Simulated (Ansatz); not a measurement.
Relaxing AlNi2

These are results of DFT r2SCAN, scalar-relativistic, plane waves, PAW (Ansatz 0.2.0), not measurements. Cutoff 500 eV, Γ-centred k mesh, Gaussian smearing, no spin polarisation in the final step.

A relaxed cell is given with its space group left out.

```
CELL_PARAMETERS angstrom
3.97867 0.00000 0.00000
-1.98933 3.44563 0.00000
0.00000 0.00000 4.90933
ATOMIC_POSITIONS crystal
Al 0.33333 0.66667 0.18993
Al 0.66667 0.33333 0.81007
Ni 0.33333 0.66667 0.68533
Ni 0.66667 0.33333 0.31467
Ni 0.00000 0.00000 0.50000
Ni 0.00000 0.00000 0.00000
```

Formation energies are uncorrected and refer to the elements' standard structures at the same level.

Q: What space group does it have?

A: P-3m1 (No. 164). Conventional cell: a = 3.979 Å, c = 4.909 Å. Al has 8 Ni at 2.38–2.48 Å, 3 Ni at 2.76 Å and 3 Al at 2.96 Å; Ni on Wyckoff site d (2 atoms of the primitive cell) has 5 Al at 2.38–2.48 Å, 3 Ni at 2.47 Å, 3 Ni at 2.77 Å and 3 Ni at 2.93 Å; Ni on Wyckoff site b (1 atom of the primitive cell) has 8 Ni at 2.45–2.47 Å and 6 Al at 2.76 Å; around Ni on Wyckoff site a (1 atom of the primitive cell) lie 2 Ni at 2.45 Å, 6 Al at 2.48 Å and 6 Ni at 2.77 Å.

Q: How far does it lie from the elements in energy?

A: -0.48 eV/atom.

Q: Is it a metal?

A: Yes, bands cross the Fermi level on the 12×12×8 mesh.

The final run used a 12×12×8 mesh on its 6-atom cell and 0.10 eV smearing. For metals, differences of a few meV/atom aren't resolved.

Cost: 2 runs of about 5.2 core-minutes in all, on Intel Xeon Platinum 8175M (Skylake/Cascade Lake) (shared hosts).